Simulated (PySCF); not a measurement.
# H3O3P: the cost of one run

Computed with PySCF 2.14.0, with density-fitted response routines of our own, on a single molecule, in the gas phase or a continuum. Atoms count from 0, in the outputs and in this text.

## 1. Starting geometry

7 atoms, charge 0, multiplicity 1; geometry from: GFN2-xTB. The atoms were then displaced at random by about 0.01 Å, so the start is not that level's minimum.

Bonds of the start (Å): O0–P1 1.46, P1–O2 1.58, P1–O3 1.56, P1–H4 1.38, O2–H5 0.97, O3–H6 0.98.

## 2. Optimising the geometry at PBE0-D3(BJ)/def2-SVP

The job: settings as JSON, then the geometry in Å.

```
{"job": {"xc": "PBE0", "basis": "def2-SVP", "d3": "d3bj", "grid": 1, "shake": 0.01, "kind": "geom"}, "charge": 0, "multiplicity": 1}
O     -0.184000     0.592050     1.403630
P     -0.004810     0.337880    -0.023730
O      1.311180    -0.481640    -0.334150
O     -1.140420    -0.509690    -0.681600
H      0.111250     1.384110    -0.911490
H      1.763930    -0.663620     0.502930
H     -1.823190    -0.688180    -0.005510
```

Launch:

```sh
$ OMP_NUM_THREADS=1 python probes_run.py task.json out
```

This one command runs all jobs of the session in turn.

Q: Estimate the wall time and peak memory of this first job on 1 thread of Intel Xeon Platinum 8488C, shared host.

About 14 s, with a peak of 0.33 GiB.
